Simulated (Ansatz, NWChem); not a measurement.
## Worked example: the enthalpy of formation of C2H3N (acetonitrile)

The species is C2H3N (6 atoms), meant as a singlet with charge 0. As SMILES, `CC#N`. The coordinates come from a PBE0-D4/def2-TZVP relaxation.

Total energies at HF/3-21G (NWChem 7.3.0); the atoms run unrestricted:

| species | state | energy (Eh) |
| --- | --- | --- |
| C2H3N | singlet | -131.191353 |
| C | triplet | -37.481070 |
| N | quartet | -54.105390 |
| H | doublet | -0.496199 |

Harmonic wavenumbers at PBE0-D4/def2-TZVP, in cm⁻¹: 390, 390, 951, 1053, 1053, 1401, 1464, 1464, 2393, 3070, 3151, 3151.

Measured heats of formation of the gaseous atoms at 298.15 K, in kJ/mol: C 716.9, N 472.4, H 218.0. Take 1 Eh = 2625.50 kJ/mol, 1 cm⁻¹ = 0.0119627 kJ/mol, RT = 2.479 kJ/mol.

Q: What heat of formation follows?

A: 
1. Electronic atomisation energy: 2 × (-37.481070) + (-54.105390) + 3 × (-0.496199) − (-131.191353) = 0.635226 Eh = 1667.8 kJ/mol.
2. Zero-point energy: half the sum of the wavenumbers, 9965.5 cm⁻¹ = 119.2 kJ/mol.
3. Thermal vibrational enthalpy, Σ hcν̃/(exp(hcν̃/kT) − 1): 2.0 kJ/mol. Translation, rotation and pV of a non-linear molecule: 4 RT = 9.9 kJ/mol.
4. The 6 free atoms carry 5/2 RT each: 37.2 kJ/mol.
5. Atomisation enthalpy at 298 K: 1667.8 − 119.2 − 2.0 − 9.9 + 37.2 = 1573.9 kJ/mol.
6. Sum of the atoms' heats of formation: 2560.2 kJ/mol. Heat of formation: 2560.2 − 1573.9 = +986.3 kJ/mol.

The tabulated value is +74.0 kJ/mol (CRC Handbook of Chemistry and Physics), so this level is off by +912.3 kJ/mol, or 36.7 % of the atomisation enthalpy that the table implies (2486.2 kJ/mol). Hartree–Fock leaves out correlation, which is larger in the molecule than in the atoms, so it underbinds and puts the heat of formation too high. A basis without polarisation functions underbinds badly. Anharmonicity and any spin-orbit splitting of the molecule are left out.
